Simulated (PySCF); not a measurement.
Below is a simulated gas-phase C 1s photoelectron spectrum of `CC(C)=NN`.

Every computed line was given a Gaussian of 0.5 eV full width at half maximum and an area set by the number of equivalent atoms; the highest printed point is 100. Computed with delta-SCF UKS SCAN, pcX-2 on the ionised atom, pcseg-1 elsewhere, spin-free X2C (PySCF).

binding energy (eV), intensity and a bar:
```
    289.7          0 
    289.8          1 
    289.9          2 #
    290.0          6 ##
    290.1         15 ####
    290.2         27 ########
    290.3         43 #############
    290.4         57 #################
    290.5         70 #####################
    290.6         83 #########################
    290.7         95 #############################
    290.8        100 ##############################
    290.9         90 ###########################
    291.0         68 ####################
    291.1         41 ############
    291.2         20 ######
    291.3          8 ##
    291.4          3 #
    291.5          1
```

Problem. Count the maxima, the lines and the sites behind this envelope.

Solution. The curve has 1 maximum (at 290.8 eV). Under it lie 3 lines from 3 inequivalent carbon sites. At this width some lines have no maximum of their own.

Problem. Decompose the envelope and assign each component. Numbering: `[CH3:1][C:2]([CH3:3])=[N:4][NH2:5]`.

Solution. 
```json
{"position (eV)": "290.42", "relative area": "1", "line": "C 1s", "atoms": "C1", "environment": "methyl carbon"}
{"position (eV)": "290.82", "relative area": "1", "line": "C 1s", "atoms": "C3", "environment": "methyl carbon"}
{"position (eV)": "290.84", "relative area": "1", "line": "C 1s", "atoms": "C2", "environment": "C=N carbon"}
```

Problem. What are the centre and the root-mean-square width of the whole band?

Solution. The area-weighted mean of the lines is 290.70 eV. Their own spread about it is 0.19 eV (rms) and each Gaussian has σ = 0.5/2.355 = 0.21 eV; the variances add, which gives 0.29 eV.

The listed C 1s values span 0.42 eV, from C1 (bonded to C and 3 H) to C2 (bonded to N (double bond) and 2 C). The widest gap between neighbouring values is 0.40 eV, between 290.42 and 290.82 eV. The values 290.82 and 290.84 eV lie too close for their order to be trusted.

The curve has no shake-up lines and no vibrational structure. The structure is a single GFN2-xTB conformer in the gas phase; no vibrational or solvent corrections.

Conformer computed: `[CH3:1][C:2]([CH3:3])=[N:4][NH2:5]`: H–N5–N4–C2 -25°, H–N5–N4–C2 -157°.
